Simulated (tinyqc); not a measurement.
CIS on RHF in the sto-3g basis, for H2O, spin multiplicity 1, step by step. One step of it, computed by the program tinyqc.

Problem. CIS matrix, triplets. A(ia,jb) = (e_a - e_i) d_ij d_ab - (ij|ab).

orbital energies (hartree): MO1 -20.278642, MO2 -1.202062, MO3 -0.516090, MO4 -0.447886, MO5 -0.392973, MO6 0.456029, MO7 0.526012

Two-electron integrals over orbitals (pq|rs), unique and non-zero (hartree):
```
(11|11) 4.747330    (21|11) -0.431752   (21|21) 0.062026    (22|11) 1.025176
(22|21) -0.015667   (22|22) 0.726188    (31|31) 0.011055    (32|31) 0.017156
(32|32) 0.127063    (33|11) 0.764917    (33|21) -0.004955   (33|22) 0.614142
(33|33) 0.589725    (41|11) 0.165138    (41|21) -0.022083   (41|22) 0.012019
(41|33) 0.005535    (41|41) 0.023058    (42|11) -0.154550   (42|21) 0.008008
(42|22) -0.029953   (42|33) 0.002222    (42|41) 0.017235    (42|42) 0.129321
(43|31) -0.002771   (43|32) 0.026586    (43|43) 0.058825    (44|11) 0.903799
(44|21) -0.010609   (44|22) 0.649644    (44|33) 0.559894    (44|41) -0.007617
(44|42) -0.086133   (44|44) 0.672385    (51|51) 0.025945    (52|51) 0.033387
(52|52) 0.151744    (53|53) 0.026532    (54|51) -0.011877   (54|52) -0.044515
(54|54) 0.046474    (55|11) 1.115363    (55|21) -0.012238   (55|22) 0.756821
(55|33) 0.601128    (55|41) 0.004674    (55|42) -0.084093   (55|44) 0.673447
(55|55) 0.880159    (61|11) -0.182498   (61|21) 0.028008    (61|22) -0.001596
(61|33) 0.000922    (61|41) 0.003870    (61|42) 0.021188    (61|44) -0.014906
(61|55) -0.004977   (61|61) 0.025279    (62|11) 0.252869    (62|21) -0.005645
(62|22) 0.128139    (62|33) 0.067534    (62|41) 0.018473    (62|42) 0.035319
(62|44) 0.053000    (62|55) 0.134862    (62|61) 0.012008    (62|62) 0.094790
(63|31) 0.002850    (63|32) -0.030209   (63|43) -0.037351   (63|63) 0.069704
(64|11) 0.286828    (64|21) -0.004033   (64|22) 0.136059    (64|33) 0.053132
(64|41) 4.46e-06    (64|42) -0.059661   (64|44) 0.131736    (64|55) 0.160493
(64|61) -0.003155   (64|62) 0.055545    (64|64) 0.109870    (65|51) 0.012096
(65|52) 0.047946    (65|54) 0.007467    (65|65) 0.033830    (66|11) 0.795004
(66|21) -0.007772   (66|22) 0.598140    (66|33) 0.548827    (66|41) 0.016835
(66|42) 0.041722    (66|44) 0.548149    (66|55) 0.583872    (66|61) 0.009207
(66|62) 0.094231    (66|64) 0.058887    (66|66) 0.585144    (71|31) 0.014153
(71|32) 0.021049    (71|43) -0.003582   (71|63) 0.003134    (71|71) 0.018142
(72|31) 0.014992    (72|32) 0.056152    (72|43) -0.031578   (72|63) 0.029307
(72|71) 0.018432    (72|72) 0.068094    (73|11) 0.371377    (73|21) -0.006968
(73|22) 0.167366    (73|33) 0.089962    (73|41) -0.000261   (73|42) -0.081977
(73|44) 0.130798    (73|55) 0.204659    (73|61) -0.005648   (73|62) 0.064214
(73|64) 0.110601    (73|66) 0.048347    (73|73) 0.164835    (74|31) -0.008222
(74|32) -0.072759   (74|43) -0.018850   (74|63) 0.055318    (74|71) -0.010574
(74|72) -0.015666   (74|74) 0.074274    (75|53) 0.023807    (75|75) 0.024296
(76|31) 0.006999    (76|32) 0.079416    (76|43) 0.064607    (76|63) -0.060491
(76|71) 0.008797    (76|72) -0.005758   (76|74) -0.062341   (76|76) 0.108268
(77|11) 0.814211    (77|21) -0.008363   (77|22) 0.599333    (77|33) 0.575888
(77|41) 0.003800    (77|42) -0.015107   (77|44) 0.564663    (77|55) 0.597084
(77|61) -0.002804   (77|62) 0.057025    (77|64) 0.049615    (77|66) 0.548040
(77|73) 0.087096    (77|77) 0.584364
```

Give: CIS matrix A, triplet.

Solution.

CIS matrix A, triplet (hartree):
```
         1>6      1>7      2>6      2>7      3>6      3>7      4>6      4>7
1>6  19.9397   0.0000   0.0078   0.0000   0.0000  -0.0070  -0.0168   0.0000
1>7   0.0000  19.9904   0.0000   0.0084  -0.0070   0.0000   0.0000  -0.0038
2>6   0.0078   0.0000   1.0600   0.0000   0.0000  -0.0794  -0.0417   0.0000
2>7   0.0000   0.0084   0.0000   1.1287  -0.0794   0.0000   0.0000   0.0151
3>6   0.0000  -0.0070   0.0000  -0.0794   0.4233   0.0000   0.0000  -0.0646
3>7  -0.0070   0.0000  -0.0794   0.0000   0.0000   0.4662  -0.0646   0.0000
4>6  -0.0168   0.0000  -0.0417   0.0000   0.0000  -0.0646   0.3558   0.0000
4>7   0.0000  -0.0038   0.0000   0.0151  -0.0646   0.0000   0.0000   0.4092
5>6   0.0000   0.0000   0.0000   0.0000   0.0000   0.0000   0.0000   0.0000
5>7   0.0000   0.0000   0.0000   0.0000   0.0000   0.0000   0.0000   0.0000

        5>6     5>7
1>6  0.0000  0.0000
1>7  0.0000  0.0000
2>6  0.0000  0.0000
2>7  0.0000  0.0000
3>6  0.0000  0.0000
3>7  0.0000  0.0000
4>6  0.0000  0.0000
4>7  0.0000  0.0000
5>6  0.2651  0.0000
5>7  0.0000  0.3219
```
